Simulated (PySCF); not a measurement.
Consider allyl chloride, `C=CCCl` (C3H5Cl). Numbering: `[CH2:1]=[CH:2][CH2:3][Cl:4]`

These are calculated values, ωB97X-D3(BJ)/ma-def2-TZVP in PySCF (grid level 2) at geometries from PBE0-D3(BJ)/ma-def2-SVP. The prefix ma- adds one diffuse s and one diffuse p function on all atoms but H. Thermal corrections: PBE0-D3(BJ)/ma-def2-SVP frequencies, unscaled, ideal gas at 298.15 K and 1 bar, quasi-RRHO entropy.

Q: Rank these of its positions by gas-phase deprotonation enthalpy, most acidic first.
A. C3 (allylic carbon)
B. C1 (alkene carbon)

A: A (1601 kJ/mol), B (1669 kJ/mol).

Q: For C3 (allylic carbon), what are ΔE (electronic) and ΔG(298 K) of the loss of the proton?

A: ΔE = 1635 and ΔG = 1567 kJ/mol, beside ΔH = 1601 kJ/mol. The product is `C=C[CH-]Cl`.

Q: Of those listed, which site of deprotonation is favoured in chloroform (IEF-PCM), and by how much?

A: C3 (allylic carbon), by 54 kJ/mol over C1 (alkene carbon); the gas phase favours the same one.

Known limits: one E/Z form of each vinyl-type anion was tried, and another may lie lower; C2 is not listed: the run failed or kept an imaginary mode, or the ion rearranged or equalled another.
